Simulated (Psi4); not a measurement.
# SiH (SMILES [SiH]): UPBE0/def2-TZVPPD, part 2 of 2

Psi4 1.11. The steps go on from the part before.

## Step 3: The quartet: energy and forces at UPBE0/def2-TZVPPD

input.json

```json
{
 "schema_name": "qcschema_input",
 "schema_version": 1,
 "molecule": {
  "schema_name": "qcschema_molecule",
  "schema_version": 2,
  "symbols": ["Si", "H"],
  "geometry": [0.0, 0.0, -0.01432412, 0.0, 0.0, 2.88020718],
  "molecular_charge": 0,
  "molecular_multiplicity": 4,
  "fix_symmetry": "c1"
 },
 "driver": "gradient",
 "model": {
  "method": "pbe0",
  "basis": "def2-TZVPPD"
 },
 "keywords": {
  "reference": "uks",
  "puream": true,
  "e_convergence": 1e-09,
  "d_convergence": 1e-08,
  "scf_type": "pk",
  "dft_radial_points": 99,
  "dft_spherical_points": 590,
  "maxiter": 100,
  "scf_properties": ["DIPOLE", "WIBERG_LOWDIN_INDICES", "LOWDIN_CHARGES"]
 }
}
```

Launch:

```bash
psi4 --qcschema input.json -n 1 --memory 1600MB
```

stdout:

```text
Psi4 1.11 release

gradient() will perform analytic gradient computation.

   => Loading Basis Set <=

    Name: DEF2-TZVPPD
    Role: ORBITAL
    Keyword: BASIS

         ---------------------------------------------------------
                                   SCF
                              UKS Reference
                        1 Threads,   1525 MiB Core
         ---------------------------------------------------------

  ==> Geometry <==

    Molecular point group: c1
    Full point group: C_inf_v

    Geometry (in Bohr), charge = 0, multiplicity = 4:

       Center              X                  Y                   Z               Mass
    ------------   -----------------  -----------------  -----------------  -----------------
         SI           0.000000000000     0.000000000000    -0.100645371894    27.976926534650
         H            0.000000000000     0.000000000000     2.793885928106     1.007825032230

  Running in c1 symmetry.

  Rotational constants: A = ************  B =      7.38622  C =      7.38622 [cm^-1]
  Rotational constants: A = ************  B = 221433.26936  C = 221433.26936 [MHz]
  Nuclear repulsion =    4.836707068947569

  Charge       = 0
  Multiplicity = 4
  Electrons    = 15
  Nalpha       = 9
  Nbeta        = 6

  ==> Algorithm <==

  SCF Algorithm Type is PK.
  DIIS enabled.
  MOM disabled.
  Fractional occupation disabled.
  Guess Type is SAD.
  Energy threshold   = 1.00e-09
  Density threshold  = 1.00e-08
  Integral threshold = 1.00e-12

  ==> Primary Basis <==

  Basis Set: DEF2-TZVPPD
    Blend: DEF2-TZVPPD
    Number of shells: 23
    Number of basis functions: 65
    Number of Cartesian functions: 73
    Spherical Harmonics?: true
    Max angular momentum: 3

  ==> DFT Potential <==

   => LibXC <=

    Version 7.1.2

   => Composite Functional: PBE0 <=

    PBE0 Hyb-GGA Exchange-Correlation Functional

    Deriv               =              1
    GGA                 =           TRUE
    Meta                =          FALSE

    Exchange Hybrid     =           TRUE
    MP2 Hybrid          =          FALSE

   => Exchange Functionals <=

    0.7500   Perdew, Burke & Ernzerhof

   => Exact (HF) Exchange <=

    0.2500               HF

   => Correlation Functionals <=

    1.0000   Perdew, Burke & Ernzerhof

   => LibXC Density Thresholds  <==

    XC_HYB_GGA_XC_PBEH:  1.00E-15

   => Molecular Quadrature <=

    Radial Scheme          =       TREUTLER
    Pruning Scheme         =           NONE
    Nuclear Scheme         =       TREUTLER

    Blocking Scheme        =         OCTREE
    BS radius alpha        =              1
    Pruning alpha          =              1
    Radial Points          =             99
    Spherical Points       =            590
    Total Points           =         113073
    Total Blocks           =            927
    Max Points             =            256
    Max Functions          =             65
    Weights Tolerance      =       1.00E-15

  ==> Integral Setup <==

  Using in-core PK algorithm.
   Calculation information:
      Number of atoms:                   2
      Number of AO shells:              23
      Number of primitives:             38
      Number of atomic orbitals:        73
      Number of basis functions:        65

      Integral cutoff                 1.00e-12
      Number of threads:                 1

  Performing in-core PK
  Using 4603170 doubles for integral storage.
  We computed 38226 shell quartets total.
  Whereas there are 38226 unique shell quartets.

  ==> DiskJK: Disk-Based J/K Matrices <==

    J tasked:                  Yes
    K tasked:                  Yes
    wK tasked:                  No
    Memory [MiB]:              946
    Schwarz Cutoff:          1E-12

  Cached 100.0% of DFT collocation blocks in 0.194 [GiB].

  Minimum eigenvalue in the overlap matrix is 1.7489018317E-03.
  Reciprocal condition number of the overlap matrix is 3.9313463976E-04.
    Using symmetric orthogonalization.

  ==> Pre-Iterations <==

  SCF Guess: Superposition of Atomic Densities via on-the-fly atomic UHF (no occupation information).

   -------------------------
    Irrep   Nso     Nmo
   -------------------------
     A         65      65
   -------------------------
    Total      65      65
   -------------------------

  ==> Iterations <==

                        Total Energy        Delta E     RMS |[F,P]|

   @UKS iter SAD:  -289.46833203567218   -2.89468e+02   0.00000e+00
   @UKS iter   1:  -289.78796484203804   -3.19633e-01   4.07366e-03 DIIS/ADIIS
   @UKS iter   2:  -289.80191133286439   -1.39465e-02   2.19309e-03 DIIS/ADIIS
   @UKS iter   3:  -289.80644294526189   -4.53161e-03   1.44930e-04 DIIS/ADIIS
   @UKS iter   4:  -289.80652323317082   -8.02879e-05   8.29701e-05 DIIS
   @UKS iter   5:  -289.80655375494655   -3.05218e-05   2.09450e-05 DIIS
   @UKS iter   6:  -289.80655593748406   -2.18254e-06   3.91861e-06 DIIS
   @UKS iter   7:  -289.80655603418148   -9.66974e-08   8.17052e-07 DIIS
   @UKS iter   8:  -289.80655604363045   -9.44897e-09   3.52574e-07 DIIS
   @UKS iter   9:  -289.80655604503056   -1.40011e-09   4.61811e-08 DIIS
   @UKS iter  10:  -289.80655604505171   -2.11458e-11   4.51725e-09 DIIS
  Energy and wave function converged.

  ==> Post-Iterations <==

   Electrons on quadrature grid:
      Nalpha   =    8.9999999983 ; deviation = -1.742e-09
      Nbeta    =    5.9999999991 ; deviation = -9.250e-10
      Ntotal   =   14.9999999973 ; deviation = -2.667e-09

   @Spin Contamination Metric:   1.427610716E-03
   @S^2 Expected:                3.750000000E+00
   @S^2 Observed:                3.751427611E+00
   @S   Expected:                1.500000000E+00
   @S   Observed:                1.500000000E+00

    Orbital Energies [Eh]
    ---------------------

    Alpha Occupied:

       1A    -66.289549     2A     -5.367179     3A     -3.702443
       4A     -3.702443     5A     -3.701303     6A     -0.542512
       7A     -0.350541     8A     -0.217754     9A     -0.217754

    Alpha Virtual:

      10A      0.002036    11A      0.021864    12A      0.071145
      13A      0.071145    14A      0.079605    15A      0.079605
      16A      0.093275    17A      0.160269    18A      0.183249
      19A      0.183249    20A      0.232599    21A      0.232599
      22A      0.287652    23A      0.293879    24A      0.293879
      25A      0.317369    26A      0.317369    27A      0.363961
      28A      0.440748    29A      0.562989    30A      0.859203
      31A      0.859203    32A      0.940225    33A      0.967299
      34A      0.967299    35A      0.973271    36A      0.973271
      37A      1.009787    38A      1.009787    39A      1.018442
      40A      1.018442    41A      1.149325    42A      1.188502
      43A      1.188502    44A      1.282912    45A      1.282912
      46A      1.413660    47A      1.586473    48A      2.663078
      49A      3.220751    50A      3.220751    51A      3.452831
      52A      3.452831    53A      3.638531    54A      3.913814
      55A      3.913814    56A      4.338267    57A      4.357370
      58A      4.357370    59A      4.470596    60A      4.470596
      61A      4.719405    62A      6.017199    63A      6.017199
      64A      6.451798    65A     10.387531

    Beta Occupied:

       1A    -66.278753     2A     -5.353684     3A     -3.688405
       4A     -3.683544     5A     -3.683544     6A     -0.450432

    Beta Virtual:

       7A     -0.175079     8A     -0.053674     9A     -0.053674
      10A      0.043688    11A      0.080535    12A      0.114813
      13A      0.114813    14A      0.126007    15A      0.129721
      16A      0.129721    17A      0.202560    18A      0.245322
      19A      0.245322    20A      0.267984    21A      0.267984
      22A      0.343107    23A      0.377092    24A      0.377092
      25A      0.378570    26A      0.378570    27A      0.396757
      28A      0.489326    29A      0.614026    30A      0.910963
      31A      0.910963    32A      0.991309    33A      1.051653
      34A      1.051653    35A      1.069155    36A      1.069155
      37A      1.073179    38A      1.073179    39A      1.074955
      40A      1.074955    41A      1.220155    42A      1.254122
      43A      1.254122    44A      1.346638    45A      1.346638
      46A      1.445659    47A      1.643553    48A      2.714249
      49A      3.266891    50A      3.266891    51A      3.492589
      52A      3.492589    53A      3.674632    54A      3.965790
      55A      3.965790    56A      4.381770    57A      4.384262
      58A      4.384262    59A      4.495840    60A      4.495840
      61A      4.750660    62A      6.054056    63A      6.054056
      64A      6.479662    65A     10.413977

    Final Occupation by Irrep:
              A
    DOCC [     6 ]
    SOCC [     3 ]
    NA   [     9 ]
    NB   [     6 ]

  @UKS Final Energy:  -289.80655604505171

   => Energetics <=

    Nuclear Repulsion Energy =              4.8367070689475691
    One-Electron Energy =                -410.7879417704972411
    Two-Electron Energy =                 132.0549357007794526
    DFT Exchange-Correlation Energy =     -15.9102570442814937
    Empirical Dispersion Energy =           0.0000000000000000
    VV10 Nonlocal Energy =                  0.0000000000000000
    Total Energy =                       -289.8065560450517069

  UHF NO Occupations:
  HONO-2 :    7  A 1.0000000
  HONO-1 :    8  A 1.0000000
  HONO-0 :    9  A 1.0000000
  LUNO+0 :   10  A 0.0007093
  LUNO+1 :   11  A 0.0000016
  LUNO+2 :   12  A 0.0000016
  LUNO+3 :   13  A 0.0000012

Computation Completed

Properties will be evaluated at   0.000000,   0.000000,   0.000000 [a0]

Properties computed using the SCF density matrix

 Multipole Moments:

 ------------------------------------------------------------------------------------
     Multipole            Electronic (a.u.)      Nuclear  (a.u.)        Total (a.u.)
 ------------------------------------------------------------------------------------

 L = 1.  Multiply by 2.5417464519 to convert [e a0] to [Debye]
 Dipole X            :          0.0000000            0.0000000            0.0000000
 Dipole Y            :         -0.0000000            0.0000000           -0.0000000
 Dipole Z            :         -1.3827836            1.3848507            0.0020671
 Magnitude           :                                                    0.0020671

 ------------------------------------------------------------------------------------
  Lowdin Charges: (a.u.)
   Center  Symbol    Alpha    Beta     Spin     Total
       1    SI     8.13113  5.54402  2.58711  0.32485
       2     H     0.86887  0.45598  0.41289 -0.32485

  Total alpha =  9.00000, Total beta =  6.00000, Total charge =  0.00000

  Wiberg Bond Indices using Orthogonal Lowdin Orbitals:

  Total Bond Index:
  Irrep: 1 Size: 2 x 2

                 1                   2

    1     0.00000000000000     1.57838081214698
    2     1.57838081214698     0.00000000000000

  Alpha Contribution:
  Irrep: 1 Size: 2 x 2

                 1                   2

    1     0.00000000000000     1.07001863189815
    2     1.07001863189815     0.00000000000000

  Beta Contribution:
  Irrep: 1 Size: 2 x 2

                 1                   2

    1     0.00000000000000     0.50836218024884
    2     0.50836218024884     0.00000000000000

  Atomic Valences:

 #  #
 Irrep: 1
      1:    1.578380812146983
      2:    1.578380812146983

	total time  =          5 seconds =       0.08 minutes

         ------------------------------------------------------------
                                   SCF GRAD
         ------------------------------------------------------------

  ==> Geometry <==

    Molecular point group: c1
    Full point group: C_inf_v

    Geometry (in Bohr), charge = 0, multiplicity = 4:

       Center              X                  Y                   Z               Mass
    ------------   -----------------  -----------------  -----------------  -----------------
         SI           0.000000000000     0.000000000000    -0.100645371894    27.976926534650
         H            0.000000000000     0.000000000000     2.793885928106     1.007825032230

  Nuclear repulsion =    4.836707068947569

  ==> Basis Set <==

  Basis Set: DEF2-TZVPPD
    Blend: DEF2-TZVPPD
    Number of shells: 23
    Number of basis functions: 65
    Number of Cartesian functions: 73
    Spherical Harmonics?: true
    Max angular momentum: 3

  ==> DirectJKGrad: Integral-Direct SCF Gradients <==

    Gradient:                    1
    J tasked:                  Yes
    K tasked:                  Yes
    wK tasked:                  No
    Integrals threads:           1
    Schwarz Cutoff:          1E-12

  ==> DFT Potential <==

   => LibXC <=

    Version 7.1.2

   => Composite Functional: PBE0 <=

    PBE0 Hyb-GGA Exchange-Correlation Functional

    Deriv               =              1
    GGA                 =           TRUE
    Meta                =          FALSE

    Exchange Hybrid     =           TRUE
    MP2 Hybrid          =          FALSE

   => Exchange Functionals <=

    0.7500   Perdew, Burke & Ernzerhof

   => Exact (HF) Exchange <=

    0.2500               HF

   => Correlation Functionals <=

    1.0000   Perdew, Burke & Ernzerhof

   => LibXC Density Thresholds  <==

    XC_HYB_GGA_XC_PBEH:  1.00E-15

   => Molecular Quadrature <=

    Radial Scheme          =       TREUTLER
    Pruning Scheme         =           NONE
    Nuclear Scheme         =       TREUTLER

    Blocking Scheme        =         OCTREE
    BS radius alpha        =              1
    Pruning alpha          =              1
    Radial Points          =             99
    Spherical Points       =            590
    Total Points           =         113073
    Total Blocks           =            927
    Max Points             =            256
    Max Functions          =             65
    Weights Tolerance      =       1.00E-15

  -Total Gradient:
     Atom            X                  Y                   Z
    ------   -----------------  -----------------  -----------------
       1        0.000000000000    -0.000000000000    -0.008660705412
       2       -0.000000000000     0.000000000000     0.008660750967

	total time  =          1 seconds =       0.02 minutes

    Psi4 run time: 0:00:06.86
```

The result, in JSON:

```text
{
 "driver": "gradient",
 "model": {
  "method": "pbe0",
  "basis": "def2-TZVPPD"
 },
 "success": true,
 "return_result": [1.6393359322565447e-13, -2.0443675175791791e-13, -0.008660705412358569, -3.1054581084445483e-14, 1.5659646492473601e-13, 0.008660750966880668],
 "properties": {
  "calcinfo_nbasis": 65,
  "calcinfo_nmo": 65,
  "calcinfo_nalpha": 9,
  "calcinfo_nbeta": 6,
  "calcinfo_natom": 2,
  "nuclear_repulsion_energy": 4.836707068947569,
  "return_energy": -289.8065560450517,
  "return_gradient": [1.6393359322565447e-13, -2.0443675175791791e-13, -0.008660705412358569, -3.1054581084445483e-14, 1.5659646492473601e-13, 0.008660750966880668],
  "scf_one_electron_energy": -410.78794177049724,
  "scf_two_electron_energy": 132.05493570077945,
  "scf_xc_energy": -15.910257044281494,
  "scf_dipole_moment": [1.0895292073196436e-11, -5.1869997391820634e-11, 0.00206713861275154],
  "scf_total_energy": -289.8065560450517,
  "scf_total_gradient": [1.6393359322565447e-13, -2.0443675175791791e-13, -0.008660705412358569, -3.1054581084445483e-14, 1.5659646492473601e-13, 0.008660750966880668],
  "scf_iterations": 10
 }
}
```

It took 8.4 s on 1 thread of Intel Xeon Platinum 8488C (Sapphire Rapids), shared host; peak memory 0.45 GiB.

## Step 4: Outcome

The summary covers parts 1 to 2.

Level: UPBE0/def2-TZVPPD.

| quantity | value |
| --- | --- |
| doublet: total energy | -289.86448 Eh |
| doublet: dipole moment | 0.13 D |
| doublet: HOMO energy (highest over α and β) | -5.53 eV |
| doublet: LUMO energy (lowest over α and β) | -3.27 eV |
| doublet: ⟨S²⟩ | 0.758 |
| quartet: total energy | -289.80656 Eh |
| quartet: dipole moment | 0.01 D |
| quartet: HOMO energy (highest over α and β) | -5.93 eV |
| quartet: LUMO energy (lowest over α and β) | -4.76 eV |
| quartet: ⟨S²⟩ | 3.751 |
| quartet: largest force on an atom | 0.445 eV/Å |
| vertical energy of the quartet above the doublet | 1.576 eV |

What this shows: At this shape the quartet lies 1.58 eV (36 kcal/mol) above the doublet.
